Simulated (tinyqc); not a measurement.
UHF in the sto-3g basis, for H2O+, spin multiplicity 2, step by step. This run ends on a higher stationary point, not on the lowest solution. One step of it, computed by the program tinyqc.

Question. Iteration 2: building the Fock matrix. J_ij = sum D_kl (ij|kl) with D = D(alpha) + D(beta), K_ij = sum D_kl (ik|jl) for each spin; F = H + J - K(s); E = tr D H + tr D J / 2 - 0.5 sum_s tr D(s) K(s) + E_nn.

D(alpha) after iteration 1, lower triangle:
```
            1O 1s      1O 2s    1O 2px     1O 2py     1O 2pz      2H 1s     3H 1s
1O 1s    0.536034
1O 2s   -0.161875   0.760319
1O 2px   0.000000   0.000000  1.000000
1O 2py  -0.002944   0.004608  0.000000   1.166497
1O 2pz   0.027286  -0.079134  0.000000   0.000586   0.986586
2H 1s    0.026874  -0.208552  0.000000  -0.250571  -0.115745   0.673110
3H 1s    0.028452  -0.236678  0.000000   0.267533  -0.127860  -0.060068  0.707166
```

D(beta) after iteration 1, lower triangle:
```
            1O 1s      1O 2s    1O 2px     1O 2py     1O 2pz      2H 1s     3H 1s
1O 1s    0.535953
1O 2s   -0.161454   0.757977
1O 2px   0.000000   0.000000  1.000000
1O 2py   0.004549  -0.025118  0.000000   0.049307
1O 2pz   0.027408  -0.079978  0.000000  -0.001230   0.986180
2H 1s    0.025775  -0.203745  0.000000  -0.124324  -0.115078   0.658072
3H 1s    0.029181  -0.239127  0.000000   0.140971  -0.127199  -0.045397  0.692038
```

core Hamiltonian H = T + V (hartree), lower triangle:
```
             1O 1s      1O 2s     1O 2px     1O 2py     1O 2pz      2H 1s      3H 1s
1O 1s   -32.584965
1O 2s    -7.580625  -9.208090
1O 2px    0.000000   0.000000  -7.353068
1O 2py    0.000957   0.010443   0.000000  -7.477415
1O 2pz   -0.013566  -0.165453   0.000000   0.005196  -7.412213
2H 1s    -1.186472  -2.810882   0.000000  -1.704323  -1.217044  -4.471947
3H 1s    -1.346660  -3.082579   0.000000   1.834878  -1.309016  -0.989458  -4.639563
```

Two-electron integrals (ij|kl) in chemists' order, unique and non-zero (hartree):
```
(11|11) 4.785065    (21|11) 0.741380    (21|21) 0.136873    (22|11) 1.118947
(22|21) 0.256633    (22|22) 0.817206    (31|31) 0.024477    (32|31) 0.037809
(32|32) 0.180518    (33|11) 1.115814    (33|21) 0.256684    (33|22) 0.817023
(33|33) 0.880159    (41|41) 0.024477    (42|41) 0.037809    (42|42) 0.180518
(43|43) 0.047444    (44|11) 1.115814    (44|21) 0.256684    (44|22) 0.817023
(44|33) 0.785270    (44|44) 0.880159    (51|51) 0.024477    (52|51) 0.037809
(52|52) 0.180518    (53|53) 0.047444    (54|54) 0.047444    (55|11) 1.115814
(55|21) 0.256684    (55|22) 0.817023    (55|33) 0.785270    (55|44) 0.785270
(55|55) 0.880159    (61|11) 0.116450    (61|21) 0.021334    (61|22) 0.039801
(61|33) 0.039723    (61|41) 0.000804    (61|42) 0.001515    (61|44) 0.039886
(61|51) 0.000555    (61|52) 0.001045    (61|54) 0.000112    (61|55) 0.039800
(61|61) 0.003368    (62|11) 0.302830    (62|21) 0.070412    (62|22) 0.250637
(62|33) 0.246231    (62|41) 0.004359    (62|42) 0.034259    (62|44) 0.255022
(62|51) 0.003005    (62|52) 0.023621    (62|54) 0.006061    (62|55) 0.250410
(62|61) 0.011207    (62|62) 0.097735    (63|31) 0.007126    (63|32) 0.042355
(63|43) 0.006989    (63|53) 0.004819    (63|63) 0.013439    (64|11) 0.186393
(64|21) 0.043874    (64|22) 0.166734    (64|33) 0.159291    (64|41) 0.009493
(64|42) 0.063757    (64|44) 0.178800    (64|51) 0.001632    (64|52) 0.014756
(64|54) 0.008632    (64|55) 0.161920    (64|61) 0.007270    (64|62) 0.079022
(64|64) 0.076596    (65|11) 0.128512    (65|21) 0.030250    (65|22) 0.114958
(65|33) 0.109826    (65|41) 0.001632    (65|42) 0.014756    (65|44) 0.113640
(65|51) 0.008251    (65|52) 0.052529    (65|54) 0.009618    (65|55) 0.121277
(65|61) 0.005013    (65|62) 0.054483    (65|64) 0.043545    (65|65) 0.043461
(66|11) 0.463583    (66|21) 0.109521    (66|22) 0.448720    (66|33) 0.431171
(66|41) 0.008264    (66|42) 0.091127    (66|44) 0.466476    (66|51) 0.005698
(66|52) 0.062829    (66|54) 0.024341    (66|55) 0.447954    (66|61) 0.017556
(66|62) 0.227074    (66|64) 0.209510    (66|65) 0.144450    (66|66) 0.774606
(71|11) 0.132341    (71|21) 0.024237    (71|22) 0.045189    (71|33) 0.045101
(71|41) -0.000920   (71|42) -0.001727   (71|44) 0.045285    (71|51) 0.000634
(71|52) 0.001191    (71|54) -0.000127   (71|55) 0.045189    (71|61) 0.003762
(71|62) 0.012288    (71|64) 0.007334    (71|65) 0.005503    (71|66) 0.019072
(71|71) 0.004348    (72|11) 0.333550    (72|21) 0.077511    (72|22) 0.274673
(72|33) 0.269915    (72|41) -0.004799   (72|42) -0.037211   (72|44) 0.279407
(72|51) 0.003311    (72|52) 0.025670    (72|54) -0.006548   (72|55) 0.274432
(72|61) 0.011915    (72|62) 0.083679    (72|64) 0.047306    (72|65) 0.045133
(72|66) 0.154952    (72|71) 0.014007    (72|72) 0.115900    (73|31) 0.007968
(73|32) 0.046902    (73|43) -0.007659   (73|53) 0.005283    (73|63) 0.011137
(73|73) 0.016206    (74|11) -0.201795   (74|21) -0.047485   (74|22) -0.179652
(74|33) -0.171568   (74|41) 0.010537    (74|42) 0.069844    (74|44) -0.192802
(74|51) -0.001772   (74|52) -0.015827   (74|54) 0.009365    (74|55) -0.174384
(74|61) -0.006983   (74|62) -0.046172   (74|64) -0.015512   (74|65) -0.024431
(74|66) -0.078041   (74|71) -0.008947   (74|72) -0.092099   (74|74) 0.088541
(75|11) 0.139209    (75|21) 0.032758    (75|22) 0.123934    (75|33) 0.118356
(75|41) -0.001772   (75|42) -0.015827   (75|44) 0.122438    (75|51) 0.009191
(75|52) 0.057820    (75|54) -0.010474   (75|55) 0.130866    (75|61) 0.005254
(75|62) 0.044615    (75|64) 0.024704    (75|65) 0.034839    (75|66) 0.089822
(75|71) 0.006172    (75|72) 0.063534    (75|74) -0.049901   (75|75) 0.050630
(76|11) 0.098469    (76|21) 0.023091    (76|22) 0.088781    (76|33) 0.086812
(76|41) 0.000021    (76|42) 0.000262    (76|44) 0.088759    (76|51) 0.001559
(76|52) 0.014421    (76|54) 0.000064    (76|55) 0.090675    (76|61) 0.003631
(76|62) 0.033880    (76|64) 0.023982    (76|65) 0.021226    (76|66) 0.081279
(76|71) 0.004120    (76|72) 0.036546    (76|74) -0.025152   (76|75) 0.022577
(76|76) 0.014458    (77|11) 0.484434    (77|21) 0.114396    (77|22) 0.465909
(77|33) 0.447337    (77|41) -0.008890   (77|42) -0.095973   (77|44) 0.484691
(77|51) 0.006133    (77|52) 0.066207    (77|54) -0.025769   (77|55) 0.465114
(77|61) 0.017542    (77|62) 0.146593    (77|64) 0.075456    (77|65) 0.086137
(77|66) 0.292199    (77|71) 0.020839    (77|72) 0.251432    (77|74) -0.228001
(77|75) 0.157287    (77|76) 0.081279    (77|77) 0.774606
```

nuclear repulsion = 8.05195202 hartree

Give: Coulomb J; exchange K(alpha); exchange K(beta); F(alpha); F(beta); total energy of this density.

Answer.

Coulomb J (hartree), lower triangle:
```
         1O 1s   1O 2s  1O 2px  1O 2py  1O 2pz  2H 1s  3H 1s
1O 1s   12.438
1O 2s    2.500   6.897
1O 2px   0.000   0.000   6.895
1O 2py   0.000  -0.003   0.000   6.868
1O 2pz  -0.010  -0.001   0.000   0.000   6.915
2H 1s    0.389   2.145   0.000   1.441   1.005  4.156
3H 1s    0.442   2.349   0.000  -1.551   1.081  0.779  4.275
```

exchange K(alpha) (hartree), lower triangle:
```
         1O 1s   1O 2s  1O 2px  1O 2py  1O 2pz  2H 1s  3H 1s
1O 1s    2.503
1O 2s    0.487   1.043
1O 2px   0.000   0.000   1.091
1O 2py   0.001   0.015   0.000   1.119
1O 2pz  -0.006  -0.146   0.000   0.004   1.050
2H 1s    0.082   0.309   0.000   0.231   0.115  0.492
3H 1s    0.092   0.334   0.000  -0.239   0.121  0.095  0.505
```

exchange K(beta) (hartree), lower triangle:
```
         1O 1s   1O 2s  1O 2px  1O 2py  1O 2pz  2H 1s  3H 1s
1O 1s    2.476
1O 2s    0.446   0.858
1O 2px   0.000   0.000   1.041
1O 2py   0.000  -0.015   0.000   0.227
1O 2pz  -0.005  -0.141   0.000   0.002   1.001
2H 1s    0.072   0.248   0.000   0.079   0.109  0.441
3H 1s    0.082   0.277   0.000  -0.093   0.117  0.101  0.452
```

F(alpha) (hartree), lower triangle:
```
          1O 1s   1O 2s  1O 2px  1O 2py  1O 2pz   2H 1s   3H 1s
1O 1s   -22.650
1O 2s    -5.568  -3.354
1O 2px    0.000   0.000  -1.548
1O 2py    0.000  -0.007   0.000  -1.729
1O 2pz   -0.018  -0.021   0.000   0.001  -1.547
2H 1s    -0.879  -0.975   0.000  -0.495  -0.327  -0.807
3H 1s    -0.997  -1.067   0.000   0.523  -0.349  -0.306  -0.870
```

F(beta) (hartree), lower triangle:
```
          1O 1s   1O 2s  1O 2px  1O 2py  1O 2pz   2H 1s   3H 1s
1O 1s   -22.623
1O 2s    -5.527  -3.169
1O 2px    0.000   0.000  -1.499
1O 2py    0.001   0.023   0.000  -0.837
1O 2pz   -0.019  -0.026   0.000   0.003  -1.498
2H 1s    -0.870  -0.914   0.000  -0.342  -0.322  -0.756
3H 1s    -0.987  -1.011   0.000   0.377  -0.345  -0.312  -0.817
```

total energy of this density = -51.40855 hartree

This density is a damped mixture and is not idempotent.
